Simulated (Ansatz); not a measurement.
We consider Bi2S3 (Pnma, No. 62), described by r²SCAN+rVV10 (Ansatz, a program for electronic structure, PAW).

Settings: plane-wave cutoff 560 eV, 4×8×4 k mesh (along the axes of the cell as run), Fermi–Dirac smearing 0.01 eV, scalar-relativistic PAW data made under PBE.

Cell (relaxed at this level):

```
Bi2S3
1.0
   11.35111     0.00000     0.00000
    0.00000     3.98684     0.00000
    0.00000     0.00000    11.08085
Bi S
8 12
Direct
  0.01306   0.25000   0.32554
  0.98694   0.75000   0.67446
  0.48694   0.75000   0.82554
  0.51306   0.25000   0.17446
  0.16098   0.75000   0.03257
  0.83902   0.25000   0.96743
  0.33902   0.25000   0.53257
  0.66098   0.75000   0.46743
  0.45085   0.75000   0.37144
  0.54915   0.25000   0.62856
  0.04915   0.25000   0.87144
  0.95085   0.75000   0.12856
  0.12154   0.75000   0.44261
  0.87846   0.25000   0.55739
  0.37846   0.25000   0.94261
  0.62154   0.75000   0.05739
  0.71418   0.25000   0.30673
  0.28582   0.75000   0.69327
  0.78582   0.75000   0.80673
  0.21418   0.25000   0.19327
```

Estimate the band gap, smallest direct gap on the k points sampled and direct gap at Γ that the calculation returns.


- band gap: 1.60 eV
- smallest direct gap on the k points sampled: 1.66 eV
- direct gap at Γ: 1.72 eV

Measured, for comparison: band gap 1.3 eV (temperature not stated, no zero-point or thermal correction; as tabulated in Wikipedia's data pages).

Spin–orbit coupling is not included; with these elements it can move the gap by several tenths of an eV or more.

Computed values are for the static lattice.
